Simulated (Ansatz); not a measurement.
**C4H5O2 radical: energies up the ladder**

Wanted for C4H5O2 radical: energies up the ladder. Spin multiplicity 2.

Program: Ansatz 0.2.0. Level of theory: the levels named in each step. These are calculated values, not measurements.

## Step 1: Starting point

Bond lengths: C1–C2 1.489 Å, C2–O3 1.377 Å, C2–C4 1.397 Å, C4–C5 1.325 Å, C5–O6 1.175 Å, C1–H7 1.094 Å, C1–H8 1.094 Å, C1–H9 1.086 Å, O3–H10 0.963 Å, C4–H11 1.082 Å. Angles: C1–C2–O3 118.9°, C1–C2–C4 124.3°, O3–C2–C4 116.7°, C2–C1–H7 111.2°, C2–C1–H8 111.2°, C2–C1–H9 110.0°, H7–C1–H8 107.5°, H7–C1–H9 108.8°, H8–C1–H9 108.1°, C2–O3–H10 109.0°, C2–C4–C5 127.6°, C2–C4–H11 116.5°, C5–C4–H11 115.9°, C4–C5–O6 177.7°.

Coordinates:

```xyz
11

C     1.1879    1.1052    0.7693
C     0.0469    0.9169   -0.1684
O    -0.4498    2.0111   -0.8405
C    -0.5714   -0.3101   -0.4210
C    -0.2719   -1.4891    0.1037
O    -0.0401   -2.5535    0.5439
H     0.9306    1.8048    1.5701
H     2.0634    1.5062    0.2501
H     1.4653    0.1531    1.2116
H     0.0509    2.7917   -0.5829
H    -1.3916   -0.3021   -1.1270
```

## Step 2: A rough first relaxation, PBE-D4/def2-SVP

input.yaml reads:

```yaml
crystal:
  periodic: [false, false, false]
  atoms:
    - { symbol: C, position_ang: [1.18787, 1.10518, 0.76926] }
    - { symbol: C, position_ang: [0.04688, 0.91691, -0.1684] }
    - { symbol: O, position_ang: [-0.44983, 2.01105, -0.84046] }
    - { symbol: C, position_ang: [-0.57143, -0.31006, -0.42102] }
    - { symbol: C, position_ang: [-0.27189, -1.48913, 0.10372] }
    - { symbol: O, position_ang: [-0.04013, -2.55355, 0.54392] }
    - { symbol: H, position_ang: [0.93059, 1.80484, 1.57007] }
    - { symbol: H, position_ang: [2.06336, 1.50617, 0.25015] }
    - { symbol: H, position_ang: [1.46527, 0.15312, 1.21159] }
    - { symbol: H, position_ang: [0.05094, 2.79174, -0.58293] }
    - { symbol: H, position_ang: [-1.39157, -0.30208, -1.12702] }
magnetization:
  spin_polarized: true
  initial_magnetization: 1
basis:
  gaussian: { orbitals: def2-SVP }
hamiltonian:
  xc: pbe
  dispersion: d4
relax:
  f_tol: 0.03
  max_steps: 200
```

Run with:

```sh
> ansatz run input.yaml --threads 4 --pin off --max-ram 10240MiB --backend cpu --events-out ev --progress --plain --runs-dir out
```

The runs that follow: Relaxation, PBE0-D4/def2-TZVPP; Frequencies, PBE0-D4/def2-TZVPP; Single point, PBE-D4/def2-TZVPP; Single point, r2SCAN-D4/def2-TZVPP; Single point, B3LYP-D4/def2-TZVPP; Single point, wB97M-V/def2-TZVPP; Single point, B2PLYP/def2-TZVPP; Single point, LDA/def2-TZVPP; Single point, PBE0-D4/def2-SVP; Single point, PBE-D4/def2-SVP.

Before running it: what results should come out? Wanted: C1–C2 at PBE0-D4/def2-TZVPP; C2–O3 at PBE0-D4/def2-TZVPP; C2–C4 at PBE0-D4/def2-TZVPP; frequencies at PBE0-D4/def2-TZVPP; energy at PBE-D4/def2-SVP.

**Answer**, as computed:

| quantity | value |
| --- | --- |
| C1–C2 at PBE0-D4/def2-TZVPP | 1.484 Å |
| C2–O3 at PBE0-D4/def2-TZVPP | 1.343 Å |
| C2–C4 at PBE0-D4/def2-TZVPP | 1.351 Å |
| frequencies at PBE0-D4/def2-TZVPP | 115 to 3858 cm⁻¹ |
| energy at PBE-D4/def2-SVP | -8305.937 eV |

**Reading.** No mode is imaginary, so the geometry is a minimum. These totals serve in differences with atoms or fragments at the same level; alone they don't rank the methods.
